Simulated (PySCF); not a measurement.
# C2H2Cl4 (Ethane, 1,1,2,2-tetrachloro-): the cost of one run

Computed with PySCF 2.14.0, with density-fitted response routines of our own, on a single molecule in the gas phase. Atoms are numbered from 0 throughout.

### 1 Starting geometry

8 atoms, charge 0, multiplicity 1; geometry from: MMFF94s. The atoms were then displaced at random by about 0.03 Å, so the start is not that level's minimum.

Bonds of the start (Å): Cl0–C1 1.71, C1–Cl2 1.80, C1–C3 1.65, C3–Cl4 1.72, C3–Cl5 1.78, C1–H6 1.08, C3–H7 1.07.

### 2 Optimising the geometry at PBE0-D3(BJ)/def2-SVP

What the job is given:

```
{"job": {"xc": "PBE0", "basis": "def2-SVP", "d3": "d3bj", "grid": 1, "shake": 0.03, "kind": "geom"}, "charge": 0, "multiplicity": 1}
Cl    -1.429810     1.438260     0.333490
C     -0.740220     0.001950    -0.286280
Cl    -1.744800    -1.399310     0.246610
C      0.857360    -0.119070     0.097280
Cl     1.753930     1.122260    -0.694000
Cl     1.039540    -0.093620     1.864840
H     -0.791470     0.027000    -1.369000
H      1.193700    -1.063130    -0.276630
```

Run with:

```bash
$ OMP_NUM_THREADS=1 python probes_run.py task.json out
```

The driver reads the jobs from task.json and runs them one after another.

Q: Estimate the wall time and peak memory of this first job on 1 thread of AMD EPYC 9B45, shared host.

About 19 s, with a peak of 0.48 GiB.
